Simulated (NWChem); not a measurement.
Program: NWChem. System: formic acid (CH2O2), charge 0, spin multiplicity 1, at a geometry optimised with PBE0/def2-SVP. Level: TD-B3LYP/def2-SVPD, VWN1-RPA local correlation.

NWChem printed:

```
             Northwest Computational Chemistry Package (NWChem) 7.3.0
             --------------------------------------------------------

                                NWChem Input Module
                                -------------------

 Scaling coordinates for geometry "geometry" by  1.889725989
 (inverse scale =  0.529177249)

 Turning off AUTOSYM since
 SYMMETRY directive was detected!

                             Geometry "geometry" -> ""
                             -------------------------

 Output coordinates in angstroms (scale by  1.889725989 to convert to a.u.)

  No.       Tag          Charge          X              Y              Z
 ---- ---------------- ---------- -------------- -------------- --------------
    1 O                    8.0000     0.74412200     0.82757600     0.00000000
    2 C                    6.0000     0.17728400    -0.37762000     0.00000000
    3 O                    8.0000    -1.00064700    -0.58424800     0.00000000
    4 H                    1.0000     0.02446900     1.48056100     0.00000000
    5 H                    1.0000     0.96402500    -1.16146500     0.00000000

 Effective nuclear repulsion energy (a.u.)      70.5269706105

            Nuclear Dipole moment (a.u.)
            ----------------------------
        X                 Y               Z
 ---------------- ---------------- ----------------
    -0.0000037795     0.0000000000     0.0000000000

      Symmetry information
      --------------------

 Group name             Cs
 Group number              2
 Group order               2
 No. of unique centers     5

      Symmetry unique atoms

     1    2    3    4    5


 Summary of "ao basis" -> "" (spherical)
 ------------------------------------------------------------------------------
       Tag                 Description            Shells   Functions and Types
 ---------------- ------------------------------  ------  ---------------------
 *                         def2-svpd                  on all atoms

                                 NWChem DFT Module
                                 -----------------

 Summary of "ao basis" -> "ao basis" (spherical)
 ------------------------------------------------------------------------------
       Tag                 Description            Shells   Functions and Types
 ---------------- ------------------------------  ------  ---------------------
 O                         def2-svpd                 9       23   4s3p2d
 C                         def2-svpd                 8       20   4s2p2d
 H                         def2-svpd                 4        8   2s2p

 Summary of "ao basis" -> "ao basis" (spherical)
 ------------------------------------------------------------------------------
       Tag                 Description            Shells   Functions and Types
 ---------------- ------------------------------  ------  ---------------------
 O                         def2-svpd                 9       23   4s3p2d
 C                         def2-svpd                 8       20   4s2p2d
 H                         def2-svpd                 4        8   2s2p

      Symmetry analysis of basis
      --------------------------

        a'         58
        a"         24

            General Information
            -------------------
          SCF calculation type: DFT
          Wavefunction type:  closed shell.
          No. of atoms     :     5
          No. of electrons :    24
           Alpha electrons :    12
            Beta electrons :    12
          Charge           :     0
          Spin multiplicity:     1
          Use of symmetry is: off; symmetry adaption is: on
          Maximum number of iterations: 100
          AO basis - number of functions:    82
                     number of shells:    34
          Convergence on energy requested:  1.00D-06
          Convergence on density requested:  1.00D-05
          Convergence on gradient requested:  5.00D-04

              XC Information
              --------------
                         B3LYP Method XC Potential
                     Hartree-Fock (Exact) Exchange  0.200
                        Slater Exchange Functional  0.800 local
                    Becke 1988 Exchange Functional  0.720 non-local
[...]
    5     54       0     0.77E-02   0.28E-03        4.1
    6     66       1     0.27E-02   0.24E-04        4.1
    7     76       3     0.99E-03   0.32E-05        3.6
    8     82       4     0.36E-03   0.32E-06        2.7
    9     86       4     0.13E-03   0.36E-07        2.2
   10     90       6     0.88E-04   0.39E-08        2.2
  ----  ------  ------  ---------  ---------  ---------
  Convergence criterion met

  Ground state a'       -189.638815205902 a.u.

  ----------------------------------------------------------------------------
  Root   1 singlet a"             0.214571829 a.u.                5.8388 eV
  ----------------------------------------------------------------------------
     Transition Moments    X  0.00000   Y -0.00000   Z  0.07836
     Transition Moments   XX -0.00000  XY  0.00000  XZ  0.34130
     Transition Moments   YY -0.00000  YZ -0.52749  ZZ  0.00000
     Dipole Oscillator Strength                    0.0008783897
     Electric Quadrupole                           0.0000000208
     Magnetic Dipole                               0.0000017978
     Total Oscillator Strength                     0.0008802082

          sigma_e =   1.2956 Angstrom
          sigma_h =   1.2106 Angstrom
         |d_h->e| =   0.6070 Angstrom
            d_exc =   1.8714 Angstrom
            d_CD1 =   0.6920 Angstrom
            d_CD2 =  -0.6461 Angstrom
            d_CD3 =   2.4784 Angstrom
     Pearson C.C. =   0.0033

     Occ.   12  a'  ---  Virt.   13  a"  -0.99806 X
  ----------------------------------------------------------------------------
  Root   2 singlet a'             0.277890542 a.u.                7.5618 eV
  ----------------------------------------------------------------------------
     Transition Moments    X  0.18312   Y -0.38862   Z -0.00000
     Transition Moments   XX -0.69620  XY  0.21568  XZ -0.00000
     Transition Moments   YY -0.32766  YZ  0.00000  ZZ -0.40078
     Dipole Oscillator Strength                    0.0341920910
     Electric Quadrupole                           0.0000000097
     Magnetic Dipole                               0.0000003598
     Total Oscillator Strength                     0.0341924605

          sigma_e =   2.0744 Angstrom
          sigma_h =   1.2730 Angstrom
         |d_h->e| =   1.8217 Angstrom
            d_exc =   3.0730 Angstrom
            d_CD1 =   2.6231 Angstrom
            d_CD2 =   0.1480 Angstrom
            d_CD3 =   4.8947 Angstrom
     Pearson C.C. =  -0.0381

     Occ.   11  a"  ---  Virt.   13  a"   0.32275 X
     Occ.   12  a'  ---  Virt.   14  a'   0.94216 X
  ----------------------------------------------------------------------------
  Root   3 singlet a'             0.306015557 a.u.                8.3271 eV
  ----------------------------------------------------------------------------
     Transition Moments    X -0.44546   Y  0.24488   Z  0.00000
     Transition Moments   XX -1.05542  XY  1.35221  XZ  0.00000
     Transition Moments   YY  0.29108  YZ  0.00000  ZZ -0.25457
     Dipole Oscillator Strength                    0.0527168069
     Electric Quadrupole                           0.0000003490
     Magnetic Dipole                               0.0000002283
     Total Oscillator Strength                     0.0527173843

          sigma_e =   2.3597 Angstrom
          sigma_h =   1.2266 Angstrom
         |d_h->e| =   1.7776 Angstrom
            d_exc =   3.1901 Angstrom
            d_CD1 =   2.9107 Angstrom
            d_CD2 =  -0.0155 Angstrom
            d_CD3 =   4.9677 Angstrom
     Pearson C.C. =   0.0096

     Occ.   11  a"  ---  Virt.   13  a"   0.10908 X
     Occ.   12  a'  ---  Virt.   15  a'   0.98881 X
     Occ.   12  a'  ---  Virt.   16  a'   0.07603 X
  ----------------------------------------------------------------------------
  Root   4 singlet a"             0.312500103 a.u.                8.5036 eV
  ----------------------------------------------------------------------------
     Transition Moments    X -0.00000   Y -0.00000   Z -0.11282
     Transition Moments   XX  0.00000  XY  0.00000  XZ -0.59023
     Transition Moments   YY -0.00000  YZ -0.84345  ZZ -0.00000
     Dipole Oscillator Strength                    0.0026519309
     Electric Quadrupole                           0.0000001722
     Magnetic Dipole                               0.0000006125
     Total Oscillator Strength                     0.0026527157

          sigma_e =   1.9878 Angstrom
          sigma_h =   1.3524 Angstrom
         |d_h->e| =   1.5119 Angstrom
            d_exc =   2.8265 Angstrom
            d_CD1 =   2.1474 Angstrom
            d_CD2 =  -0.1582 Angstrom
            d_CD3 =   4.3385 Angstrom
     Pearson C.C. =   0.0143

     Occ.   11  a"  ---  Virt.   14  a'   0.99490 X
  ----------------------------------------------------------------------------
  Root   5 singlet a'             0.319904194 a.u.                8.7050 eV
  ----------------------------------------------------------------------------
     Transition Moments    X  0.66313   Y  0.77636   Z -0.00000
     Transition Moments   XX -0.88305  XY -0.32984  XZ -0.00000
     Transition Moments   YY  0.80014  YZ -0.00000  ZZ  0.15461
     Dipole Oscillator Strength                    0.2223303604
     Electric Quadrupole                           0.0000001447
     Magnetic Dipole                               0.0000001689
     Total Oscillator Strength                     0.2223306739

          sigma_e =   1.8500 Angstrom
          sigma_h =   1.3783 Angstrom
         |d_h->e| =   0.3250 Angstrom
            d_exc =   2.2810 Angstrom
            d_CD1 =   0.7968 Angstrom
            d_CD2 =  -1.2891 Angstrom
            d_CD3 =   2.6060 Angstrom
     Pearson C.C. =   0.0441

     Occ.    9  a"  ---  Virt.   13  a"   0.07462 X
     Occ.   11  a"  ---  Virt.   13  a"   0.88402 X
     Occ.   11  a"  ---  Virt.   13  a"  -0.07602 Y
     Occ.   11  a"  ---  Virt.   17  a"  -0.10863 X
     Occ.   11  a"  ---  Virt.   23  a"   0.06342 X
     Occ.   12  a'  ---  Virt.   14  a'  -0.30788 X
     Occ.   12  a'  ---  Virt.   15  a'  -0.09391 X
     Occ.   12  a'  ---  Virt.   16  a'  -0.20766 X
     Occ.   12  a'  ---  Virt.   18  a'  -0.05930 X
     Occ.   12  a'  ---  Virt.   19  a'  -0.10926 X
     Occ.   12  a'  ---  Virt.   24  a'  -0.06504 X
     Occ.   12  a'  ---  Virt.   27  a'  -0.09743 X
     Occ.   12  a'  ---  Virt.   32  a'   0.07280 X
  ----------------------------------------------------------------------------
  Root   6 singlet a"             0.337586703 a.u.                9.1862 eV
  ----------------------------------------------------------------------------
     Transition Moments    X -0.00000   Y  0.00000   Z -0.01769
     Transition Moments   XX -0.00000  XY -0.00000  XZ -0.76435
     Transition Moments   YY  0.00000  YZ  0.16595  ZZ -0.00000
     Dipole Oscillator Strength                    0.0000704234
     Electric Quadrupole                           0.0000001253
     Magnetic Dipole                               0.0000050931
     Total Oscillator Strength                     0.0000756418

          sigma_e =   1.3138 Angstrom
          sigma_h =   1.4622 Angstrom
         |d_h->e| =   0.4375 Angstrom
            d_exc =   2.0117 Angstrom
            d_CD1 =   0.5859 Angstrom
            d_CD2 =  -0.9505 Angstrom
            d_CD3 =   2.4492 Angstrom
     Pearson C.C. =   0.0022

     Occ.   10  a'  ---  Virt.   13  a"  -0.99508 X

              Target root =      1
          Target symmetry = none
      Ground state energy =   -189.638815205902
        Excitation energy =      0.214571829250
     Excited state energy =   -189.424243376652

  stored tddft:energy   -189.42424337665199

 Task  times  cpu:       36.1s     wall:       36.1s

 Total times  cpu:       36.1s     wall:       36.1s
```

Task: Write an NWChem input that would produce this output.

Result: This is not unique; one that fits is 
```
start mol
memory heap 200 mb stack 900 mb global 1100 mb
geometry units angstroms nocenter noautoz
  O      0.744122     0.827576     0.000000
  C      0.177284    -0.377620     0.000000
  O     -1.000647    -0.584248     0.000000
  H      0.024469     1.480561     0.000000
  H      0.964025    -1.161465     0.000000
  symmetry group Cs
end
basis spherical
  * library def2-svpd
end
dft
  xc b3lyp
  semidirect memsize 60000000 filesize 0
  iterations 100
end
tddft
  rpa
  nroots 6
  notriplet
  thresh 1e-4
end
task tddft energy
```
